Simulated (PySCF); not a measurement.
**Highest orbital energy against ionisation energy along the third row**

Calculated with PySCF 2.14, no spin-orbit coupling. Each cell gives −ε(HOMO) / ΔSCF in eV; NIST values include spin-orbit coupling, (s) semi-empirical, (t) theoretical.

```csv
species,UHF,LDA,PBE,PBE0,r2SCAN,NIST (lowest levels)
"Mg (aug-cc-pVDZ-DK, spin-free X2C)",6.898 / 6.634,4.806 / 7.763,4.733 / 7.661,5.451 / 7.588,4.834 / 7.403,7.646
"Al (aug-cc-pVDZ-DK, spin-free X2C)",5.901 / 5.586,3.007 / 6.029,3.091 / 6.075,3.901 / 6.089,3.347 / 6.163,5.986
"Si (aug-cc-pVDZ-DK, spin-free X2C)",8.177 / 7.640,4.565 / 8.234,4.602 / 8.200,5.624 / 8.220,4.921 / 8.324,8.152
"P (aug-cc-pVDZ-DK, spin-free X2C)",10.661 / 9.930,6.288 / 10.585,6.289 / 10.496,7.531 / 10.538,6.707 / 10.646,10.487
"S (aug-cc-pVDZ-DK, spin-free X2C)",10.195 / 9.207,6.091 / 10.539,6.078 / 10.397,7.339 / 10.377,6.329 / 10.346,10.360
"Cl (aug-cc-pVDZ-DK, spin-free X2C)",13.030 / 11.811,8.158 / 13.208,8.087 / 12.985,9.562 / 12.977,8.430 / 13.041,12.968
"Ar (aug-cc-pVDZ-DK, spin-free X2C)",16.097 / 14.664,10.380 / 16.031,10.274 / 15.762,11.979 / 15.784,10.743 / 15.866,15.760
```

How far is −ε(HOMO) from ΔSCF on average for each method, and why?

UHF 0.78 eV; LDA -4.16 eV; PBE -4.06 eV; PBE0 -2.88 eV; r2SCAN -3.78 eV. Hartree-Fock orbital energies lack relaxation and so exceed the ΔSCF value; semilocal functionals have convex E(N) from self-interaction, so their HOMO lies far too high; exact exchange moves hybrids part of the way back.
